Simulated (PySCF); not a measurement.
HS, SMILES `[SH]` (charge 0, multiplicity 2)

All values below come from TPSSh-D3(BJ)/def2-TZVP // PBE-D3(BJ)/def2-SVP run with PySCF 2.14.0.

| Quantity | Result |
|---|---|
| highest occupied spin orbital | -6.75 eV |
| dipole moment | 0.88 D |
| total energy | -398.7716 Ha |
| cost | very roughly 14 core-seconds |

```xyz
2

S      0.6831     0.0000     0.0000
H     -0.6831     0.0000     0.0000
```
Charge 0, spin multiplicity 2.
